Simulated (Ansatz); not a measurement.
**SiPH2 (quartet): wave-function methods side by side at a displaced geometry (v1), cc-pVDZ**

An exercise on one series of results from a longer session: the logs are not shown, and one member is left open.

Program: Ansatz 0.2.0, Gaussian basis. Level of theory: cc-pVDZ, core rule «outside noble gas», up to 10 orbitals frozen. These are calculated values, not measurements.

Plan: UHF; CCSD(T) on ROHF; CCSD(T) on UHF; BCCD(T) on ROHF; CISD; CCSDT(Q) on ROHF; CCSDT(Q) on UHF; CASSCF and MRCISD+Q, 11 electrons in 10 orbitals; CASSCF and NEVPT2, 11 electrons in 10 orbitals.

24 further runs of the same task are left out: 8 that didn't finish, 16 set aside as unsound or not needed.

## The geometry

The geometry is a PBE0/def2-TZVP stationary point (not a proven minimum) with its atoms shifted at random (size 0.040 Å).

4 atoms, charge 0, spin multiplicity 4.

Atoms are counted from 1 here; the program's logs count them from 0.

Bond lengths: Si1–P2 2.285 Å, Si1–H3 1.531 Å, P2–H4 1.408 Å. Angles: P2–Si1–H3 112.7°, Si1–P2–H4 97.4°.

The first run:

Contents of in.yaml:

```yaml
crystal:
  periodic: [false, false, false]
  atoms:
    - {symbol: Si, position_ang: [-0.059431, -0.075543, 1.186169]}
    - {symbol: P, position_ang: [0.000062, 0.082118, -1.092438]}
    - {symbol: H, position_ang: [1.042869, 0.742228, 1.863440]}
    - {symbol: H, position_ang: [0.611225, -1.160729, -1.344782]}
basis:
  gaussian: {orbitals: cc-pVDZ}
magnetization: {spin_polarized: true, initial_magnetization: 3}
hamiltonian: {xc: hf}
output: {orbitals: {seedname: orbitals}}
```

Launch:

```sh
$ ansatz run in.yaml --threads 1 --pin off --events-out ev --progress --plain --max-ram 2393MiB
```

Among the steps run: UHF; CCSD(T) on ROHF; CCSD(T) on UHF; BCCD(T) on ROHF; CISD; CCSDT(Q) on ROHF; CCSDT(Q) on UHF; CASSCF and MRCISD+Q, 11 electrons in 10 orbitals; CASSCF and NEVPT2, 11 electrons in 10 orbitals.

One of the session's tables, all rows but one given; the rest of the session is left out.

```
          method  from UCCSDT(Q) (kJ/mol)
            ROHF                        ?
             UHF                   +545.3
            RMP2                   +118.7
            UMP2                   +120.4
            CISD                    +60.8
           RCCSD                    +20.8
           UCCSD                    +20.4
        RCCSD(T)                     +4.5
        UCCSD(T)                     +4.5
         BCCD(T)                     +4.4
          RCCSDT                     +1.0
          UCCSDT                     +0.9
       RCCSDT(Q)                     +0.1
       UCCSDT(Q)                        0
  CASSCF valence                   +423.3
  NEVPT2 valence                   +107.9
  MRCISD valence                    +36.6
MRCISD+Q valence                     +3.4
```

**Question.** Estimate the row for ROHF.

As computed: from UCCSDT(Q) (kJ/mol): +560.7. In the column «from UCCSDT(Q) (kJ/mol)» it is the highest.

Caveats from the session: Restricted and unrestricted rows rest on different reference determinants; where their highest levels disagree by more than a few hundredths of an eV, they describe different states and don't form one ladder.
